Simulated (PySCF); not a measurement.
# What each rung costs, and what it gives

Saddle point of AlNH$_{4}$S, singlet (AlNH₄S ([NH2][AlH][SH]) → AlHS ([AlH][S]) + NH₃ (still joined by a long Al–N bond); bonds formed: N2–H4; bonds broken: S3–H4; bonds weakened to dative contacts: Al1–N2), PBE0-D4/def2-TZVP structure:

| atom | x (Å) | y (Å) | z (Å) |
| --- | --- | --- | --- |
| Al1 | -0.5293 | 0.8124 | 0.4309 |
| N2 | 0.5472 | -0.6987 | 0.0392 |
| S3 | -1.0997 | 0.9662 | -1.5819 |
| H4 | -0.0603 | -0.2451 | -1.1155 |
| H5 | -0.6942 | 1.4446 | 1.8626 |
| H6 | 0.2771 | -1.6326 | 0.3249 |
| H7 | 1.5592 | -0.6467 | 0.0398 |

Barriers are electronic and count from the start structure reached by relaxing down the imaginary mode.

Computed with PySCF 2.14 with density fitting (its default auxiliary sets; JK sets also for MP2 and CCSD(T)) (basis: as named in each row); correlated methods freeze the cores. B3LYP uses VWN-RPA correlation. Extrapolation: Hartree–Fock as exp(−7.88 √X), correlation as X^−2.97.

Times are rough, for one single point on 4 threads of a shared host (Arm Neoverse V1).

The estimate by CCSD(T) at an estimated basis limit (MP2 extrapolated from triple and quadruple zeta, plus CCSD(T) − MP2 in triple zeta) is 1.405 eV.

| method | basis | time (s) | barrier (eV) | method less estimate |
| --- | --- | --- | --- | --- |
| HF | STO-3G | under 1 | 2.951 | 1.547 |
| B3LYP-D4 | 6-31G | 2 | 1.182 | -0.222 |
| PBE0-D4 | def2-SVP | 3 | 1.148 | -0.257 |
| PBE-D4 | def2-SVP | 3 | 0.974 | -0.430 |
| MP2 | def2-QZVPP | 3 | 1.338 | -0.066 |
| CCSD(T) | def2-SVP | 6 | 1.426 | 0.021 |
| SPW92 | def2-TZVPP | 6 | 0.899 | -0.506 |
| PBE0-D4 | def2-TZVPP | 7 | 1.242 | -0.162 |
| B3LYP-D4 | def2-TZVPP | 7 | 1.367 | -0.038 |
| BHLYP-D4 | def2-TZVPP | 7 | 1.561 | 0.157 |
| PBE-D4 | def2-TZVPP | 8 | 1.083 | -0.322 |
| r2SCAN-D4 | def2-TZVPP | 17 | 1.218 | -0.187 |
| wB97M-V | def2-TZVPP | 120 | 1.415 | 0.010 |
| CCSD(T) | def2-TZVPP | 150 | 1.448 | 0.043 |

All methods are single points on the PBE0-D4 structures.

No T1 diagnostic of these runs exceeds 0.017.

Labels in which every atom is bracketed show which atoms are joined, not bond orders.
